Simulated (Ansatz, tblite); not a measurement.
# The cluster SrS₂: rung by rung

How do method and basis change the picture of the cluster SrS₂ (singlet)?

Program: Ansatz 0.2.0, Gaussian basis. Level of theory: as each input shows. These are calculated values, not measurements.

Plan: GFN1-xTB, GFN2-xTB, PBE-D4/def2-TZVP, r2SCAN-D4/def2-TZVP, B3LYP-D4/def2-TZVP, LC-ωPBE/def2-TZVP, LDA/def2-TZVP, HF/def2-TZVP, r2SCANh-D4/def2-TZVP, PBE-D4/def2-SVP, PBE0-D4/def2-SVP, PBE0-D4/def2-TZVPD, PBE-D4/def2-TZVPD, r2SCAN-D4/def2-TZVPD, CCSD(T)/def2-TZVPP, MP2/def2-TZVP, RPA/def2-TZVP, CCSD(T)/def2-TZVPD.

7 further runs of the same task are left out: 7 set aside as unsound or not needed. Runs told in other sessions of the task aren't counted.

## 1. The geometry

The geometry is that of the singlet, from an earlier relaxation (PBE0-D4/def2-TZVP). At that level it is the lowest of the isomers that a small search found.

3 atoms, charge 0, spin multiplicity 1.

Bond lengths: Sr1–S2 2.579 Å, Sr1–S3 2.579 Å, S2–S3 2.134 Å. Angles: S2–Sr1–S3 48.9°, Sr1–S2–S3 65.6°, Sr1–S3–S2 65.6°.

Sr takes a core potential in the def2 sets. No spin-orbit coupling is included.

PBE0-D4/def2-TZVP was run before; its log isn't repeated, and its numbers join the tables.

## 2. GFN1-xTB

Tight binding, by tblite at 300 K electronic temperature and without a spin-polarisation term:

```python
tblite.interface.Calculator('GFN1-xTB', numbers, positions, charge=0, uhf=0).singlepoint()
```

Energy -216.3300 eV, HOMO -7.98 eV, LUMO -6.53 eV; 0.002 s.

## 3. GFN2-xTB

Tight binding, by tblite at 300 K electronic temperature and without a spin-polarisation term:

```python
tblite.interface.Calculator('GFN2-xTB', numbers, positions, charge=0, uhf=0).singlepoint()
```

Energy -190.3926 eV, HOMO -9.32 eV, LUMO -7.03 eV; 0.007 s.

## 4. PBE-D4/def2-TZVP

start.molden holds the orbitals of an earlier run on this state, given as this run's starting guess.

Contents of in.yaml:

```yaml
crystal:
  periodic: [false, false, false]
  atoms:
    - {symbol: Sr, position_ang: [-0.628073, -0.882001, -1.130681]}
    - {symbol: S, position_ang: [-0.624886, 0.459794, 1.072236]}
    - {symbol: S, position_ang: [1.252959, 0.422207, 0.058444]}
basis:
  gaussian: {orbitals: def2-TZVP, initial_orbitals: start.molden}
hamiltonian: {xc: pbe, dispersion: d4}
scf: {omitted_lower_state_checks: [starts]}
output: {orbitals: {seedname: orbitals}}
```

On the command line:

```sh
$ ansatz run in.yaml --threads 4 --pin off --events-out ev --progress --plain --max-ram 3916MiB
```

Further steps of the session: r2SCAN-D4/def2-TZVP; B3LYP-D4/def2-TZVP; LC-ωPBE/def2-TZVP; LDA/def2-TZVP; HF/def2-TZVP; r2SCANh-D4/def2-TZVP; PBE-D4/def2-SVP; PBE0-D4/def2-SVP; PBE0-D4/def2-TZVPD; PBE-D4/def2-TZVPD; r2SCAN-D4/def2-TZVPD; CCSD(T)/def2-TZVPP; MP2/def2-TZVP; RPA/def2-TZVP; CCSD(T)/def2-TZVPD.

Before running them: what should the planned runs give, taken together? Wanted: gap in def2-TZVP, named functionals and Hartree-Fock, smallest and largest; correlation energy, CCSD(T)/def2-TZVPP; correlation energy, MP2/def2-TZVP; correlation energy, CCSD(T)/def2-TZVPD; binding an atom, CCSD(T)/def2-TZVPP; PBE0 total energy, smallest basis above largest.

As calculated:

```
                                                                  quantity                                value
gap in def2-TZVP, named functionals and Hartree-Fock, smallest and largest  0.70 eV (PBE-D4), 5.72 eV (LC-ωPBE)
                                    correlation energy, CCSD(T)/def2-TZVPP                            -16.69 eV
                                         correlation energy, MP2/def2-TZVP                            -13.71 eV
                                    correlation energy, CCSD(T)/def2-TZVPD                            -15.25 eV
                                       binding an atom, CCSD(T)/def2-TZVPP                             2.159 eV
                           PBE0 total energy, smallest basis above largest       7.88 eV (def2-SVP, def2-TZVPD)
```

What this shows: Orbital gaps of the named functionals and Hartree-Fock in def2-TZVP span 0.70 eV (PBE-D4) to 5.72 eV (LC-ωPBE); exact exchange widens it. The functionals in def2-TZVP miss CCSD(T)/def2-TZVPP by +0.212 (B3LYP-D4) to +0.869 eV (LDA) an atom. CCSD(T)/def2-TZVPP isn't at the basis-set limit; small misses against it rank nothing.
